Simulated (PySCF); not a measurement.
An unknown is described by computed data only.

Formula: C3H9N2; charge +1.

| Item | Value |
| --- | --- |
| NMR, other nuclei | isotropic shieldings of nuclei other than C and H, by class: -169 (1 N), 214 (1 N) ppm [GIAO PBE0/pcSseg-1] |
| Polarisability | 51.2 au [PBE0/def2-SVPD] |
| UV, first state | lowest singlet excitation: 4.50 eV (276 nm, f = 0.004) [TDDFT PBE0/def2-SVPD] |
| 13C NMR | chemical shifts (computed TMS as zero) by class: 139.9 (1 C), 46.3 (1 C), 45.3 (1 C) ppm [GIAO PBE0/pcSseg-1] |
| Rotational structure | rotational constants A, B, C: 16.169, 2.425, 2.192 GHz [GFN2-xTB] |
| 1H NMR | chemical shifts (computed TMS as zero) by class: 7.29 (1 H), 5.35 (3 H), 4.43 (2 H), 4.19 (3 H) ppm [GIAO PBE0/pcSseg-1] |
| UV, strongest line | among the 6 lowest singlet transitions: S2 at 5.22 eV (238 nm, f = 0.005) [TDDFT PBE0/def2-SVPD] |
| Triplet | lowest triplet excitation (Tamm–Dancoff): 3.66 eV [TDA PBE0/def2-SVPD] |

The electronic properties come from PySCF, for the isolated species, density fitting. Levels stand in brackets. Isolated species at its GFN2-xTB geometry (one conformer only). Each NMR value is the plain mean over a class of atoms that symmetry, rotation or inversion makes alike.

Question: Give a SMILES that accounts for the data.

Answer: Numbering: `[CH3:1]/[N:2]=[CH:3]\[CH2:4][NH3+:5]`. 3 carbons fall into 3 classes; from least to most shielded: imine carbon [C3] (139.9 ppm), sp3 carbon bound to nitrogen [C4] (46.3 ppm), N-methyl carbon [C1] (45.3 ppm). Hydrogen classes from least to most shielded: 1 H on an imine carbon, C3 (7.29 ppm), 3 H on an ammonium nitrogen, N5 (5.35 ppm), 2 H on an sp3 carbon bound to nitrogen, C4 (4.43 ppm), 3 H on an N-methyl carbon, C1 (4.19 ppm, a mean of values up to 1.4 ppm apart in this geometry). The other shieldings belong to: -169 ppm, imine nitrogen [N2]; 214 ppm, ammonium nitrogen [N5]. S1 is mainly HOMO→LUMO+1 (weight 0.98); the largest Löwdin shares of the orbital it empties are 0.58 on the imine nitrogen, 0.12 on the N-methyl carbon, 0.10 on the imine carbon and 0.06 on the sp3 carbon bound to nitrogen, of the orbital it fills 0.32 on the imine nitrogen, 0.30 on the imine carbon, 0.11 on the sp3 carbon bound to nitrogen and 0.06 on the hydrogen on a C=N carbon. The optimised geometry has point group Cs and is an asymmetric top. Structure: `N(/C)=C/C[NH3+]`. The assignments are read from this structure; whether some other isomer fits the data as well wasn't checked.

Shape of the structure used: `[CH3:1]/[N:2]=[CH:3]\[CH2:4][NH3+:5]`: N2–C3–C4–N5 180°.
